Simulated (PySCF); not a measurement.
Consider `N#CCC=O` (C3H3NO). Coordinates in Å; atoms count from 1 in this order:
```
N     2.4557    0.5514   -0.2608
C     1.4206    0.0536   -0.1244
C     0.0977   -0.5259    0.0395
C    -1.0251    0.5047    0.0038
O    -2.1487    0.2100   -0.2842
H     0.0445   -1.0314    1.0209
H    -0.0937   -1.2945   -0.7252
H    -0.7404    1.5475    0.2872
```

Energies: PBE0-D3(BJ)/ma-def2-TZVP (PySCF, density fitting, integration grid level 2) on PBE0-D3(BJ)/ma-def2-SVP structures. Zero-point and thermal terms (298.15 K, 1 bar) come from unscaled PBE0-D3(BJ)/ma-def2-SVP harmonic frequencies, with soft modes damped to free rotors in the entropy.

(1) What are the vertical and the adiabatic ionisation energy for forming the radical cation?

(2) Where does the unpaired spin of the relaxed radical cation sit?

(3) What oxidation potential follows in DMF (IEF-PCM), given that Fc+/Fc comes at 4.40 V absolute with this functional and basis?

(4) How far is −ε(HOMO) from the vertical value by ΔSCF?

Answers

(1) 10.78 eV vertical and 10.63 eV adiabatic, the latter with zero-point energy.

(2) O5 (carbonyl oxygen) 0.63, N1 (nitrile nitrogen) 0.21, C3 (carbon α to the carbonyl-type group) 0.15, H (on C4) 0.10 (intrinsic atomic orbital populations).

(3) In the gas phase ΔG of oxidation is 10.607 eV, and solvation is -38.7 kJ/mol for the parent and -308.5 kJ/mol for the product, so the absolute potential is 7.81 V, or 3.41 V against Fc+/Fc. Fc+/Fc in DMF, 4.40 V, is PBE0-D3(BJ)/ma-def2-TZVP on PBE0-D3(BJ)/def2-SVP structures with GFN2-xTB thermal terms. Benchmark calculations put it near 5.0 V in acetonitrile and DMSO, so it is about 0.6 V low, and the value against it can read up to that much too high. The solvent is electrostatics only, on gas-phase structures; the absolute scale refers to an electron at rest in vacuum.

(4) −ε(HOMO) = 8.44 eV, which is 2.34 eV below the ΔSCF value.
